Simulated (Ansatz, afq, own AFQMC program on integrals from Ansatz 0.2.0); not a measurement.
## HCl + F, doublet in cc-pVTZ along one coordinate

```json
{"atom": "Cl", "x (Å)": "0.0000", "y (Å)": "0.0000", "z (Å)": "-1.3569"}
{"atom": "H", "x (Å)": "0.0000", "y (Å)": "0.0000", "z (Å)": "-0.0781"}
{"atom": "F", "x (Å)": "0.0000", "y (Å)": "0.0000", "z (Å)": "1.4351"}
```

A hydrogen atom is moved from one rigid fragment to the other; the Cl1–H2 distance tells how far. The two fragments are held close together, so this isn't a minimum-energy path and the start is a compressed complex. Energies in mEh count from this geometry (1.279 Å) at the same level; the start stands on UHF, each point on the determinant named.

Basis cc-pVTZ. Only valence electrons are correlated. AFQMC by an in-house program on the Cholesky factors that Ansatz 0.2.0 writes for its CCSD(T) run. ph-AFQMC/CISD is guided by a CISD state made of CCSD amplitudes; releasing the constraint for a short imaginary time cuts its bias at the price of noise, slowly where states lie close. ± is one standard error of the sampling.

Cautions, each for one point or more: the search met a lower determinant of the same kind, perhaps of another symmetry, and this one is a saddle point; unrestricted determinant slightly spin contaminated; unrestricted determinant spin contaminated.

```csv
r(Cl1–H2) / Å,det.,T1,weight,⟨S²⟩,CCSD(T),ph-AFQMC/CISD,CCSDT(Q),B3LYP,B2PLYP
1.454,UHF,0.030,0.85,0.80,4.4,4.5 ± 0.3,3.8,-3.7,1.0
1.542,UHF,0.032,0.85,0.85,0.4,0.8 ± 0.3,-0.4,-8.9,-3.4
1.629,UHF†,0.013,0.88,0.76,-18.7,-19.1 ± 0.3,-18.8,-20.0,-19.1
1.717,UHF†,0.010,0.88,0.76,-38.1,-38.3 ± 0.3,-38.0,-34.2,-37.1
1.892,UHF†,0.008,0.89,0.76,-57.5,-57.8 ± 0.3,-57.3,-48.8,-54.5
```

Weight is that of the determinant in the CISD state; at the start T1 is 0.016 and the weight 0.88, and ⟨S²⟩ is 0.76. A dagger marks points whose determinant fills other symmetries than the start's, so the wave-function levels may follow another state there, or a degenerate partner. Largest departures from CCSDT(Q), at the points where its series has closed: CCSD(T) 0.7 mEh at 1.542 (on UHF), ph-AFQMC/CISD 1.2 mEh at 1.542 (on UHF), B3LYP -8.6 mEh at 1.542, B2PLYP -3.0 mEh at 1.542. Functionals count only at points shown to share the start's state and spin. In total energy ph-AFQMC/CISD lies 26 ± 6 meV above CCSDT(Q) at the start, so its agreement along the curve rests in part on cancellation.

Some points may be missing: those where a free walk finds a much lower state, and past Zn most of those on another determinant than at the start.

A walk keeps the symmetry of its determinant, which the program's search chose and which needn't be the lowest solution, so a lower state of the same spin and another symmetry isn't excluded.
